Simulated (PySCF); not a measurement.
# Oxygen: a sound run and one with changed settings

Sound run: O [He] 2s2 2p4, O+ [He] 2s2 2p3. Computed with PySCF 2.14 in def2-SVP, with the non-relativistic Hamiltonian (point nucleus). The sound run starts from symmetry-adapted Hartree-Fock orbitals and uses a fine grid where one is needed.

Changed run: radial step 0.5 in ln r (0.13 in the sound run). This setting is unsound on purpose.

```csv
species,method,sound run (hartree),changed run (hartree),converged
O,UHF,-74.72010,-74.72010,yes
O,PBE,-74.91467,-74.91884,yes
O,M06-2X,-74.97256,-75.00075,yes
O+,UHF,-74.27607,-74.27607,yes
O+,PBE,-74.40404,-74.41140,yes
O+,M06-2X,-74.47163,-74.50337,yes
```

Ionisation energy of O:

| method | sound run (eV) | changed run (eV) |
| --- | --- | --- |
| UHF | 12.083 | 12.083 |
| PBE | 13.895 | 13.808 |
| M06-2X | 13.631 | 13.535 |

A coarse radial grid mis-integrates the density and the exchange-correlation energy, with errors of either sign; Hartree-Fock needs no grid.

For comparison, NIST gives 13.618 eV between the lowest levels.
